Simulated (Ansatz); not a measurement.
The same path of AlH$_{6}$NO (9 atoms, charge 0, multiplicity 1) was run twice with different band settings. Lost on the way: Al1–H2, O7–H9. Made: H2–H9.

The calculation used RKS BLYP-D4/def2-SVP in Ansatz.

Relaxed end points:

```xyz
9
Properties=species:S:1:pos:R:3
Al -0.190 -0.028 0.111
H -0.207 -1.106 1.294
N 1.541 0.374 -0.534
H 2.341 -0.206 -0.253
H 1.689 0.632 -1.518
H -1.385 0.177 -0.921
O 0.109 1.749 1.032
H 1.033 1.623 0.556
H 0.256 1.751 1.999
```

```xyz
9
Properties=species:S:1:pos:R:3
Al 0.118 0.599 -0.632
H -0.226 -0.031 3.317
N 1.737 0.140 -1.228
H 1.888 -0.534 -1.985
H 2.640 0.482 -0.891
H -1.184 -0.019 -1.276
O -0.109 1.723 0.659
H 0.594 2.206 1.123
H -0.271 0.402 2.682
```

Common settings: movable images 5; climbing image yes; optimiser quadratic models (default); start path through a guess of the saddle point; force threshold 0.05 eV/Å; iteration limit 60; end points relaxed.

| run | spring |
| --- | --- |
| 1 | 5.0 eV/Å² |
| 2 | 0.1 eV/Å² |

**Question.** What does each run give, and how far can it be trusted?

**Answer.** Run 1: converged after 35 iterations, highest image 0.689 eV above the first end. The profile has 2 maxima (images 2, 4) with wells between them (image 3): this band takes more than one step, which may be the mechanism or a detour left from its start path. A vibrational analysis at the climbing image gives one clearly imaginary mode, 1076i cm⁻¹: a first-order saddle point.
Run 2: converged after 29 iterations, highest image 0.689 eV above the first end. The profile has 2 maxima (images 2, 4) with wells between them (image 3): this band takes more than one step, which may be the mechanism or a detour left from its start path. Another band between the same ends (5 images) ends at a top of the same energy, where a vibrational analysis finds 1 clearly imaginary mode.
The orbitals stay closed-shell, which can raise the energy where a bond breaks towards radicals; this wasn't checked here.
